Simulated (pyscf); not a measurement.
H₃Si–SiH₂–PH₂ (SMILES [SiH3][SiH2]P) + H• (SMILES [H]) → H₃Si–SiH₂–PH• (SMILES [SiH3][SiH2][PH]) + H₂ (SMILES [H][H]), a hydrogen abstraction (doublet surface; H–P broken, H–H formed). PySCF, gas phase, ωB97X-D3(BJ)/def2-SVP geometries. Energies in kcal/mol from the separated reactants.

Small-basis levels: PySCF, no dispersion term, spherical d functions. Open shells are spin-unrestricted. 

Problem. In single points HF/3-21G puts the saddle at 6.1 kcal/mol and the reaction energy at -25.4 kcal/mol. Should these be trusted to within a few kcal/mol? Compare with ωB97M-D3(BJ)/def2-TZVP.

Solution. ωB97M-D3(BJ)/def2-TZVP gives ΔE‡ = 2.8 kcal/mol and ΔE = -21.8 kcal/mol. HF/3-21G lies 3.3 kcal/mol over it in the barrier and 3.6 kcal/mol under it in the reaction energy, so on this step it does not hold to within 3.0 kcal/mol. ωB97M-D3(BJ)/def2-TZVP has limits of its own. H₃Si–SiH₂–PH₂ lies 5.7 kcal/mol over its isomer H₃Si–PH–SiH₃ (electronic energy, ωB97M-D3(BJ)/def2-TZVP). H₃Si–SiH₂–PH• lies 6.4 kcal/mol over its isomer H₃Si–P•–SiH₃ (electronic energy, ωB97M-D3(BJ)/def2-TZVP). One saddle was located; it need not be the lowest between these sides. The angle at the transferred H is 169°.
